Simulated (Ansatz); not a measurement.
Ansatz (an electronic-structure program) input:

Ansatz 0.2 input:
```yaml
crystal:
  periodic: [false, false, false]
  atoms:
    - {symbol: N, position_ang: [-0.00002279, 0.00091813, 0.39319305]}
    - {symbol: C, position_ang: [-0.00006785, 1.40263773, -0.06308120]}
    - {symbol: C, position_ang: [1.21673843, -0.70140527, -0.05317920]}
    - {symbol: C, position_ang: [-1.21419817, -0.70302997, -0.05796418]}
    - {symbol: H, position_ang: [0.00240483, 1.43384136, -1.15145673]}
    - {symbol: H, position_ang: [0.88314626, 1.92234583, 0.30378612]}
    - {symbol: H, position_ang: [-0.88580253, 1.92101608, 0.29961518]}
    - {symbol: H, position_ang: [1.25063478, -0.72062187, -1.14123763]}
    - {symbol: H, position_ang: [1.22170099, -1.72571552, 0.31496000]}
    - {symbol: H, position_ang: [2.10607872, -0.19388667, 0.31579240]}
    - {symbol: H, position_ang: [-1.24515102, -0.71999377, -1.14625100]}
    - {symbol: H, position_ang: [-2.10551806, -0.19776086, 0.30949845]}
    - {symbol: H, position_ang: [-1.21812721, -1.72795098, 0.30830419]}
    - {symbol: H, position_ang: [-0.00201501, 0.00469871, 1.41997742]}
basis:
  gaussian:
    orbitals: def2-TZVP
hamiltonian:
  xc: b3lyp
  dispersion: d3bj
total_charge: 1
relax: {f_tol: 0.002, max_steps: 150}
```

### Question
Predict the final energy.

### Answer
-174.93301 Eh (B3LYP-D3(BJ)/def2-TZVP). The basis has 184 functions. The run takes around 50 core-seconds (rough).

It need not be the lowest isomer of its formula.
